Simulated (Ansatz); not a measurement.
For zinc-blende ZnSe, LDA in Ansatz (PAW) gives:

```
Item                                     Result
-------------------------------  --------------
equilibrium lattice constant a          5.567 Å
bulk modulus                           71.6 GPa
cohesive energy                    3.37 eV/atom
band gap at the measured cell           1.03 eV
zone-centre TO phonon frequency        218 cm⁻¹
elastic constant C11                   97.4 GPa
elastic constant C44                   42.9 GPa
polycrystal shear modulus              31.2 GPa
enthalpy of formation            -0.668 eV/atom
```

Question: What does r²SCAN (Ansatz, a program for electronic structure, PAW) give for the same quantities?

Answer: 
- lattice constant a: 5.665 Å (goes up by 1.8 %)
- bulk modulus: 65.3 GPa (shrinks by 8.8 %)
- cohesive energy: 2.85 eV/atom (drops by 0.52 eV/atom)
- band gap at the measured cell: 1.86 eV (increases by 0.83 eV)
- zone-centre TO phonon frequency: 204 cm⁻¹ (decreases by 6.4 %)
- elastic constant C11: 90.2 GPa (drops by 7.4 %)
- elastic constant C44: 41.5 GPa (drops by 3.3 %)
- Voigt–Reuss–Hill shear modulus: 30.1 GPa (drops by 3.5 %)
- formation enthalpy: -0.851 eV/atom (moves by -0.183 eV/atom)

For comparison: lattice constant a 5.668 Å (measured, room temperature, not corrected to a static lattice; as tabulated in Albrecht et al. (1997), arXiv:cond-mat/9706128); bulk modulus 62.4 GPa (measured, temperature not stated, no zero-point or thermal correction, sources range from 62.4 to 69.3; as tabulated in Toher et al. (2017), arXiv:1611.05714); cohesive energy 2.67 eV/atom (measured, zero-point energy (9/8 kB θD) added and atomic spin-orbit splittings removed, spin-orbit-averaged atoms; as tabulated in Albrecht et al. (1997), arXiv:cond-mat/9706128); band gap 2.87 eV (measured, zero-point renormalisation of 0.05 eV added back (the table's ZPR column); as tabulated in Chen et al. (2018), doi:10.1103/physrevmaterials.2.073803); zone-centre TO phonon frequency 213 cm⁻¹ (measured, temperature not stated, not corrected to a static lattice; as tabulated in Talwar et al. (2016), doi:10.1080/14686996.2016.1222495); elastic constant C11 85.9 GPa (measured, temperature not stated, not corrected to a static lattice; as tabulated in Oses et al. (2018), arXiv:1811.08464); elastic constant C44 40.6 GPa (measured, temperature not stated, no zero-point or thermal correction; as tabulated in Oses et al. (2018), arXiv:1811.08464); formation enthalpy -0.85 eV/atom (measured, 298 K, not corrected to a static lattice; as tabulated in Zhang et al. (2018), doi:10.1038/s41524-018-0065-z).

Changes are worked out from the printed values.

Unless a cell is named, each level is at its own relaxed cell (LDA 21.57, r²SCAN 22.73 Å³/atom).

Spin–orbit coupling is included only where a level's name says +SOC; with heavier elements it mostly lowers gaps and can invert bands. Density-functional gaps are differences of (generalised) Kohn–Sham levels.

Ansatz's density-functional and Hartree–Fock values are scalar-relativistic unless marked +SOC, with PAW data made under PBE.
